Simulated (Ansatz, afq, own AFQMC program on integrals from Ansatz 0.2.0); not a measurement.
Two steps: Ansatz 0.2.0 writes the Fock matrix and Cholesky factors of the valence space, and afq projects on them the lowest state that overlaps trial and start.

```yaml
crystal:
  periodic: [false, false, false]
  atoms:
    - {symbol: Si, position_ang: [0.000000, 0.000000, 0.000000]}
    - {symbol: Mg, position_ang: [0.000000, 0.000000, 2.532400]}
basis:
  gaussian: {orbitals: cc-pVDZ}
magnetization: {spin_polarized: false}
correlation: {method: ccsd_t, electrons: outside_noble_gas, hamiltonian_folder: ham}
```

```sh
$ ansatz run in.yaml --threads 1 --pin off --events-out ev --progress --plain --max-ram 1843MiB
```

Options of the walk:

```
--method free --trial cisd --walkers 190 --time-step 0.03 --max-blocks 80 --target-error 0.00029 --factor-cut 1e-05 --seed 55 --times 0,0.3,0.6,1.2,1.8,2.4,3.6,4.8,6 --taylor-order 8
```

Times are imaginary, in 1/Eh. The walk had a cap of 523 s.

Log:

```
orbitals 26  electrons 3 3  factors 180 of 349
reference energy -488.40932174 Eh
CCSD correlation -0.13097506 Eh in 16 cycles, weight of the determinant in the CISD state 0.8029
repeat  energy at the last time / Eh  error
    10  -488.551678  0.000931
    20  -488.552068  0.000643
    30  -488.551343  0.000599
    40  -488.551264  0.000481
    50  -488.551284  0.000446
    60  -488.551229  0.000394
    70  -488.550853  0.000383
    80  -488.550898  0.000361
time / (1/Eh)  energy / Eh  error  mean overlap
  0.00  -488.540291  0.000119  1.2452
  0.30  -488.543179  0.000123  1.2449
  0.60  -488.544936  0.000135  1.2474
  1.20  -488.547220  0.000151  1.2469
  1.80  -488.548272  0.000160  1.2495
  2.40  -488.548961  0.000177  1.2550
  3.60  -488.549793  0.000218  1.2660
  4.80  -488.550343  0.000252  1.2813
  6.00  -488.550898  0.000361  1.2847
energy -488.550898 +/- 0.000361 Eh
```

The run failed at least one of its tests; the cautions name the faults.

Against this walk (error 9.8 meV) on the same determinant: CCSD(T) 79.7 meV higher, CCSDT(Q) 125.5 meV lower, CCSDTQ 127.4 meV lower, full CI 130.0 meV lower. The error is statistical, and a free projection of finite length keeps a remainder of its start. The projection is still falling at its last time (meV from the last point: 71 ± 4 at 1.80, 53 ± 5 at 2.40, 30 ± 6 at 3.60, 15 ± 7 at 4.80, 0 ± 10 at 6.00), so its energy is a cut-off value, and the gaps above aren't errors of the other methods. Full CI is exact here, so the walk's 130 meV above it is the walk's own error: what remains of the start. The determinant is a poor start (see the cautions), so the low cluster orders aren't to be relied on, and full CI is the sure value.

Cautions: remainder of the start not in the error; start not forgotten; error above the target (9.8 against 7.9 meV); another spin lies lower (by 845 meV); restricted determinant unstable towards unrestricted (UHF 1.47 eV lower, ⟨S²⟩ 1.69); strong correlation (T1 0.036, weight of the determinant 0.80, largest double 0.20); the CCSDT(Q) amplitudes may be one of several solutions (largest double 0.66); the CCSDTQ amplitudes may be one of several solutions (largest double 0.86); the determinant fills πx and πy unequally, so it mixes two states of the linear molecule, and each level undoes that mixture to a different degree, while full CI gives the lower state; CCSDTQ on the UHF determinant differs (850 meV lower), perhaps since the unrestricted series falls towards higher spin.

The walk took 3.4 min on 1 thread of Intel(R) Xeon(R) Platinum 8259CL CPU @ 2.50GHz (Skylake/Cascade Lake), with other jobs on the host. The log's last line is the free-projection energy.

CCSDT and higher add their correlation energy to the determinant of the CCSD(T) run, since their own runs factorise the integrals more tightly (a shift of under 2 meV).
